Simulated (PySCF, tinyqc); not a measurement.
Inside a calculation. Method: RHF in the sto-3g basis, for LiH, spin multiplicity 1. The lowest restricted solution is unstable here: a spin-polarised one lies 0.0676 hartree lower (PySCF). One step of it, computed by the program tinyqc.

Task: Iteration 2: building the Fock matrix. J_ij = sum D_kl (ij|kl), K_ij = sum D_kl (ik|jl); F = H + J - 0.5 K; E = tr D H + tr D J / 2 - 0.25 tr D K + E_nn.

D after iteration 1:
```
            1Li 1s     1Li 2s   1Li 2px   1Li 2py    1Li 2pz      2H 1s
1Li 1s    2.002474  -0.063028  0.000000  0.000000  -0.044647  -0.211175
1Li 2s   -0.063028   0.458414  0.000000  0.000000   0.165422   0.739123
1Li 2px   0.000000   0.000000  0.000000  0.000000   0.000000   0.000000
1Li 2py   0.000000   0.000000  0.000000  0.000000   0.000000   0.000000
1Li 2pz  -0.044647   0.165422  0.000000  0.000000   0.059934   0.267921
2H 1s    -0.211175   0.739123  0.000000  0.000000   0.267921   1.197743
```

core Hamiltonian H = T + V (hartree):
```
            1Li 1s     1Li 2s    1Li 2px    1Li 2py    1Li 2pz      2H 1s
1Li 1s   -4.588319  -1.028521   0.000000   0.000000  -0.004889  -0.011600
1Li 2s   -1.028521  -1.285497   0.000000   0.000000  -0.057120  -0.180100
1Li 2px   0.000000   0.000000  -1.045729   0.000000   0.000000   0.000000
1Li 2py   0.000000   0.000000   0.000000  -1.045729   0.000000   0.000000
1Li 2pz  -0.004889  -0.057120   0.000000   0.000000  -1.083042  -0.270852
2H 1s    -0.011600  -0.180100   0.000000   0.000000  -0.270852  -1.013252
```

Two-electron integrals (ij|kl) in chemists' order, unique and non-zero (hartree):
```
(11|11) 1.680395   (21|11) 0.265420   (21|21) 0.049941   (22|11) 0.397727
(22|21) 0.092860   (22|22) 0.290562   (31|31) 0.008981   (32|31) 0.013788
(32|32) 0.064184   (33|11) 0.396640   (33|21) 0.092880   (33|22) 0.290497
(33|33) 0.312946   (41|41) 0.008981   (42|41) 0.013788   (42|42) 0.064184
(43|43) 0.016869   (44|11) 0.396640   (44|21) 0.092880   (44|22) 0.290497
(44|33) 0.279207   (44|44) 0.312946   (51|51) 0.008981   (52|51) 0.013788
(52|52) 0.064184   (53|53) 0.016869   (54|54) 0.016869   (55|11) 0.396640
(55|21) 0.092880   (55|22) 0.290497   (55|33) 0.279207   (55|44) 0.279207
(55|55) 0.312946   (61|11) 0.002515   (61|21) 0.000492   (61|22) 0.000988
(61|33) 0.000969   (61|44) 0.000969   (61|51) 0.000082   (61|52) 0.000170
(61|55) 0.001026   (61|61) 0.000006   (62|11) 0.031434   (62|21) 0.007550
(62|22) 0.029013   (62|33) 0.027269   (62|44) 0.027269   (62|51) 0.001017
(62|52) 0.009105   (62|55) 0.032463   (62|61) 0.000099   (62|62) 0.007977
(63|31) 0.000249   (63|32) 0.001752   (63|53) 0.000936   (63|63) 0.000264
(64|41) 0.000249   (64|42) 0.001752   (64|54) 0.000936   (64|64) 0.000264
(65|11) 0.047395   (65|21) 0.011404   (65|22) 0.044261   (65|33) 0.041418
(65|44) 0.041418   (65|51) 0.001574   (65|52) 0.014260   (65|55) 0.049891
(65|61) 0.000150   (65|62) 0.012642   (65|65) 0.020066   (66|11) 0.182223
(66|21) 0.043940   (66|22) 0.179908   (66|33) 0.168098   (66|44) 0.168098
(66|51) 0.004888   (66|52) 0.055746   (66|55) 0.203183   (66|61) 0.000561
(66|62) 0.069106   (66|65) 0.110814   (66|66) 0.774606
```

nuclear repulsion = 0.54667067 hartree

Give: Coulomb J; exchange K; Fock matrix F; total energy of this density.

Result:

Coulomb J (hartree):
```
         1Li 1s  1Li 2s  1Li 2px  1Li 2py  1Li 2pz   2H 1s
1Li 1s   3.8266  0.6430   0.0000   0.0000   0.0119  0.0064
1Li 2s   0.6430  1.2170   0.0000   0.0000   0.1078  0.1815
1Li 2px  0.0000  0.0000   1.1959   0.0000   0.0000  0.0000
1Li 2py  0.0000  0.0000   0.0000   1.1959   0.0000  0.0000
1Li 2pz  0.0119  0.1078   0.0000   0.0000   1.2521  0.2834
2H 1s    0.0064  0.1815   0.0000   0.0000   0.2834  1.5611
```

exchange K (hartree):
```
          1Li 1s  1Li 2s  1Li 2px  1Li 2py  1Li 2pz   2H 1s
1Li 1s    3.3546  0.5467   0.0000   0.0000  -0.0011  0.0026
1Li 2s    0.5467  0.2795   0.0000   0.0000   0.1184  0.2536
1Li 2px   0.0000  0.0000   0.0500   0.0000   0.0000  0.0000
1Li 2py   0.0000  0.0000   0.0000   0.0500   0.0000  0.0000
1Li 2pz  -0.0011  0.1184   0.0000   0.0000   0.1356  0.2569
2H 1s     0.0026  0.2536   0.0000   0.0000   0.2569  1.0981
```

Fock matrix F (hartree):
```
          1Li 1s   1Li 2s  1Li 2px  1Li 2py  1Li 2pz    2H 1s
1Li 1s   -2.4390  -0.6588   0.0000   0.0000   0.0076  -0.0065
1Li 2s   -0.6588  -0.2082   0.0000   0.0000  -0.0085  -0.1254
1Li 2px   0.0000   0.0000   0.1252   0.0000   0.0000   0.0000
1Li 2py   0.0000   0.0000   0.0000   0.1252   0.0000   0.0000
1Li 2pz   0.0076  -0.0085   0.0000   0.0000   0.1013  -0.1159
2H 1s    -0.0065  -0.1254   0.0000   0.0000  -0.1159  -0.0012
```

total energy of this density = -7.698906 hartree
